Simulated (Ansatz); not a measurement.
# How the dielectric constant ε0 (ions relaxed) of zinc-blende AlN (metastable phase) moves with the method

No measured value is used here.

```
level (code)         value  cell (Å³/atom)
-------------------  -----  --------------
LDA (Ansatz)          8.37           10.24
BLYP (Ansatz)         8.58           10.83
PBE (Ansatz)          8.66           10.67
revPBE (Ansatz)       8.75           10.82
RPBE (Ansatz)         8.78           10.87
PBE-D3(BJ) (Ansatz)   8.45           10.45
r²SCAN (Ansatz)          …           10.43
```

Fill in the missing entries.


- r²SCAN (Ansatz, an electronic-structure program), value: 8.02

PBE-D3(BJ): the dispersion coefficients are held fixed in the derivatives. Each level is taken at its own relaxed cell. Cutoffs and k meshes differ between the levels. Ansatz's density-functional and Hartree–Fock values are scalar-relativistic unless marked +SOC, with PAW data made under PBE.
